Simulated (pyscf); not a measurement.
This saddle point was located with ωB97X-D3(BJ)/def2-SVP in PySCF.

```xyz
8

O     -0.5133     0.1895    -0.9644
W      0.1692    -0.5154     0.3879
F      0.3430    -0.9324     2.4818
F     -0.9955    -1.9457     0.5269
F      1.5985    -1.5246    -0.2031
F      1.1945     0.9291     0.9183
H     -1.1116     0.3047     1.5449
H     -0.5840    -0.1903     2.2252
```
Charge 0, spin multiplicity 1.

Surface: singlet, charge 0. Lowest wavenumbers (cm⁻¹): 1023i, 110, 194, 198, 226.

**Question.** Which two sides does it connect, and which bonds change?

**Answer.** O=W(F)(F)(F)–F + hydrogen (H₂) ⇌ O=WH(F)(F)–F + hydrogen fluoride (HF), a four-centre exchange read from left to right: F–W, H–H broken and H–W, F–H formed. At ωB97M-D3(BJ)/def2-TZVP it lies +1.65 eV from the left side and +0.48 eV from the right (each side as separated species at their lowest minima found). On the product side the descent ends in a bound adduct, 0.35 eV under the separated species and 0.75 eV under the saddle at ωB97X-D3(BJ)/def2-TZVP. This is the saddle that the search found; another between the same sides may lie lower. Elements past Kr carry the def2 core potentials, without spin-orbit coupling.
